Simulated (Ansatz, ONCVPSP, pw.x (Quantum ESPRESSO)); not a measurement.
# pw.x on sc H: one setting changed

Potential: optimised norm-conserving Vanderbilt (ONCV), ONCVPSP 4.0.1, PBEsol; core none, reference 1s1; waves: 1s: rc 1.50 bohr, ncon 3, nbas 7, qcut 7 1/bohr, 2 projectors, debl 3.5 Ha; p scattering state at 0.23 Ha: rc 1.30 bohr, ncon 4, nbas 7, qcut 7.1 1/bohr, 2 projectors, debl 0.4 Ha; local part: polynomial inside 1.00 bohr (lpopt 5, dvloc0 4 Ha); core correction: none.

The reference run (k-mesh 18³, cutoffs 40/160 Ry, Fermi–Dirac 0.01 Ry, mixing_beta 0.4, conv_thr 1e-9, no spin) gives 1.83 GPa at 2.993 Å³/atom, where all-electron LAPW gives 1.30 GPa. This run, with its own iteration cap, changes mixing_mode to TF.

```
&control
  calculation='scf', prefix='x', pseudo_dir='./', outdir='./tmp', tstress=.true., disk_io='none'
/
&system
  ibrav=0, nat=1, ntyp=1, ecutwfc=40, ecutrho=160, nbnd=7,
  occupations='smearing', smearing='fd', degauss=0.01
/
&electrons
  conv_thr=1e-09, mixing_beta=0.4, electron_maxstep=60, mixing_mode='TF'
/
ATOMIC_SPECIES
H 1.0 H.UPF
CELL_PARAMETERS angstrom
  1.44112695 0.00000000 0.00000000
  0.00000000 1.44112695 0.00000000
  0.00000000 0.00000000 1.44112695
ATOMIC_POSITIONS crystal
H 0.0000 0.0000 0.0000
K_POINTS automatic
18 18 18 0 0 0
```

```bash
pw.x < H.scf.in > H.scf.out
```

Task: How does the run end?

Result: It converges in 6 iterations; the free energy moves by +0.0 meV/atom and the pressure by +0.00 GPa. The result is that of the reference run.

```
Message from routine setup:
     using ibrav=0 with symmetry is DISCOURAGED, use correct ibrav instead
     lattice parameter (alat)  =       2.7233  a.u.
     unit-cell volume          =      20.1978 (a.u.)^3
     number of electrons       =         1.00
     number of Kohn-Sham states=            7
     kinetic-energy cutoff     =      40.0000  Ry
     charge density cutoff     =     160.0000  Ry
     scf convergence threshold =      1.0E-09
     Exchange-correlation= PBESOL
     number of k points=   220  Fermi-Dirac smearing, width (Ry)=  0.0100
     iteration #  1     ecut=    40.00 Ry     beta= 0.40
     total energy              =      -1.07916237 Ry
     estimated scf accuracy    <       0.00024526 Ry
     iteration #  2     ecut=    40.00 Ry     beta= 0.40
     total energy              =      -1.07917611 Ry
     estimated scf accuracy    <       0.00011547 Ry
     iteration #  3     ecut=    40.00 Ry     beta= 0.40
     total energy              =      -1.07917659 Ry
     estimated scf accuracy    <       0.00000005 Ry
     iteration #  4     ecut=    40.00 Ry     beta= 0.40
     total energy              =      -1.07917660 Ry
     estimated scf accuracy    <          7.7E-09 Ry
     iteration #  5     ecut=    40.00 Ry     beta= 0.40
     total energy              =      -1.07917660 Ry
     estimated scf accuracy    <          2.1E-09 Ry
     iteration #  6     ecut=    40.00 Ry     beta= 0.40
     the Fermi energy is     3.1064 ev
!    total energy              =      -1.07917660 Ry
     estimated scf accuracy    <          1.4E-12 Ry
     smearing contrib. (-TS)   =      -0.00046081 Ry
     The total energy is F=E-TS. E is the sum of the following terms:
     one-electron contribution =       0.60304804 Ry
     hartree contribution      =       0.02412843 Ry
     xc contribution           =      -0.66404566 Ry
     ewald contribution        =      -1.04184661 Ry
     convergence has been achieved in   6 iterations
          total   stress  (Ry/bohr**3)                   (kbar)     P=       18.33
     Message from routine punch:
     Nothing written, as per user request (disk_io='none')
```

The run took about 1.6 s on one core of a shared host (Intel(R) Xeon(R) Processor @ 2.60GHz, 24 threads, 32 GiB, load 6).
